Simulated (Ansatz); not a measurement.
**A ladder of methods for NaLi (lithium sodium)**

The species is NaLi (2 atoms), meant as a singlet with charge 0. SMILES: `[Li][Na]`. Geometry: the measured bond length.

```csv
atom,x (Å),y (Å),z (Å)
Li,0.0000,0.0000,0.0000
Na,0.0000,0.0000,2.8100
```

Quantity: the energy change with the Li1–Na2 bond stretched from 2.810 to 5.620 Å, in eV. The values are calculated.

```tsv
level	kind	program	value (eV)	less FCI/STO-3G	CPU time (all runs)
SVWN5/STO-3G (restricted)	LDA	Ansatz	3.26	+0.41	1.3 s
r2SCAN0/STO-3G (restricted)	hybrid meta-GGA	Ansatz	3.26	+0.41	4.5 s
wB97X/STO-3G (restricted)	range-separated hybrid	Ansatz	3.24	+0.39	9.5 s
B2PLYP/STO-3G (restricted)	double hybrid	Ansatz	3.26	+0.41	2.5 s
RPA@PBE/STO-3G (restricted)	RPA	Ansatz	2.91	+0.06	2.4 s
MP2/STO-3G (restricted)	perturbation theory	Ansatz	3.05	+0.20	0.14 s
CCSD(T)/STO-3G (restricted)	coupled cluster or CI	Ansatz	2.85	0.00	0.32 s
CCSD/STO-3G (restricted)	coupled cluster or CI	Ansatz	2.85	0.00	0.3 s
FCI/STO-3G	exact in the basis	Ansatz	2.85	0.00	11 s
```

FCI/STO-3G is exact within its basis and frozen core, so for wave-function methods in that basis the difference is their error; functionals converge differently with the basis, so for them it is only a difference. The first shape isn't each level's own minimum. The values span 2.85 to 3.26 eV. Minimal STO sets describe s-block atoms so badly that they can place the ion below the atom. All rows use very small basis sets, so even the best lies far from the true value. Times are those of the runs behind each value, whatever else they computed, on shared processors of several kinds: orders of magnitude only.
